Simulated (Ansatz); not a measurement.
**SiH5 (doublet): the correlation ladder at distance Si1–H5 along a hydrogen transfer = 2.072 Å, cc-pVTZ**

How much of the correlation energy of SiH5 (doublet) does each wave-function method recover here?

Program: Ansatz 0.2.0, Gaussian basis. Level of theory: cc-pVTZ, correlated electrons: outside noble gas. These are calculated values, not measurements.

The runs, in order: UHF; CCSD(T) on ROHF; CCSD(T) on UHF; BCCD(T) on ROHF; CISD; CCSDT(Q) on ROHF; CCSDT(Q) on UHF; CASSCF and NEVPT2, 3 electrons in 3 orbitals; CASSCF and NEVPT2, 9 electrons in 9 orbitals.

### 1 What is computed

The geometry derives from fragments relaxed apart (PBE0/def2-TZVP) and kept rigid, so it is no stationary point. A hydrogen atom is moved between rigid fragments.

6 atoms, charge 0, spin multiplicity 2.

Atoms are counted from 1 here; the program's logs count them from 0.

Bond lengths: Si1–H2 1.485 Å, Si1–H3 1.485 Å, Si1–H4 1.485 Å, H5–H6 0.745 Å. Angles: H2–Si1–H3 109.5°, H2–Si1–H4 109.5°, H3–Si1–H4 109.5°.

In the tables R marks a restricted open-shell determinant and U an unrestricted one; 'pair' is the active space of 3 electrons in 3 orbitals; 'valence' is the active space of 9 electrons in 9 orbitals; correlation energies count from the lowest restricted Hartree-Fock solution.

### 2 UHF

Contents of in.yaml:

```yaml
crystal:
  periodic: [false, false, false]
  atoms:
    - {symbol: Si, position_ang: [-0.103589, 0.000000, 0.000000]}
    - {symbol: H, position_ang: [-0.598461, 1.399708, 0.000000]}
    - {symbol: H, position_ang: [-0.598461, -0.699854, 1.212183]}
    - {symbol: H, position_ang: [-0.598461, -0.699854, -1.212183]}
    - {symbol: H, position_ang: [1.968411, 0.000000, 0.000000]}
    - {symbol: H, position_ang: [2.713411, 0.000000, 0.000000]}
basis:
  gaussian: {orbitals: cc-pVTZ}
magnetization: {spin_polarized: true, initial_magnetization: 1}
hamiltonian: {xc: hf}
output: {orbitals: {seedname: orbitals}}
```

On the command line:

```console
$ ansatz run in.yaml --threads 1 --pin off --events-out ev --progress --plain --max-ram 2816MiB --backend cpu
```

The runs that follow: CCSD(T) on ROHF; CCSD(T) on UHF; BCCD(T) on ROHF; CISD; CCSDT(Q) on ROHF; CCSDT(Q) on UHF; CASSCF and NEVPT2, 3 electrons in 3 orbitals; CASSCF and NEVPT2, 9 electrons in 9 orbitals.

**Question.** What will the summary of the whole plan be? Wanted: correlation energy, UCCSDT(Q); RMP2 from UCCSDT(Q); UMP2 from UCCSDT(Q); RCCSD from UCCSDT(Q); RCCSD(T) from UCCSDT(Q); UCCSD(T) from UCCSDT(Q); RCCSDT(Q) from UCCSDT(Q); NEVPT2 pair from UCCSDT(Q); NEVPT2 valence from UCCSDT(Q).

The runs gave:

| quantity | value |
| --- | --- |
| correlation energy, UCCSDT(Q) | -5.3578 eV |
| RMP2 from UCCSDT(Q) | +1070.9 meV |
| UMP2 from UCCSDT(Q) | +1068.7 meV |
| RCCSD from UCCSDT(Q) | +144.5 meV |
| RCCSD(T) from UCCSDT(Q) | +27.8 meV |
| UCCSD(T) from UCCSDT(Q) | +27.4 meV |
| RCCSDT(Q) from UCCSDT(Q) | +1.0 meV |
| NEVPT2 pair from UCCSDT(Q) | +1072.0 meV |
| NEVPT2 valence from UCCSDT(Q) | +1115.6 meV |
| levels of the table within 1 kcal/mol (43 meV) | RCCSD(T), UCCSD(T), BCCD(T), RCCSDT, UCCSDT, RCCSDT(Q) |
| T1 diagnostic | 0.019 |
| effectively unpaired electrons | 1.01 |

In words: RCCSD(T) lands +27.8 meV from the yardstick (0.5 % of the correlation energy). One determinant dominates. Of the multireference levels listed NEVPT2 pair comes nearest in total energy (+1072.0 meV), which doesn't show that its space is the better one. These misses are within one basis, not against nature; the frozen cores of restricted and unrestricted runs differ, which can shift their rows.
